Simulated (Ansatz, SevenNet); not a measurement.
## Pyrite PtSb₂: properties by level of theory

Reference values: lattice constant a 6.44 Å (measured, temperature not stated, not corrected to a static lattice; as tabulated in Saeed et al. (2013), arXiv:1402.4256).

```tsv
level (code)	lattice parameter a (Å)	formation enthalpy (eV/atom)
SevenNet-l3i5	6.551	-0.487
RPBE (Ansatz)	6.596	-0.450
rVV10 (Ansatz)	6.628	-0.411
r²SCAN+rVV10 (Ansatz)	6.478	-0.530
HSE06 (Ansatz)	6.465	-0.625
```

Machine-learned potentials (SevenNet-l3i5) are trained on DFT data: a solid inside that data is no test of them.

Caveats: an element that serves as reference has a cell well above its measured volume (RPBE). Ansatz's density-functional and Hartree–Fock values are scalar-relativistic unless marked +SOC, with PAW data made under PBE.

The crystal itself was run without spin with RPBE, rVV10, r²SCAN+rVV10, HSE06; a magnetic state was not tried in these runs.

Ansatz is a program for electronic structure.
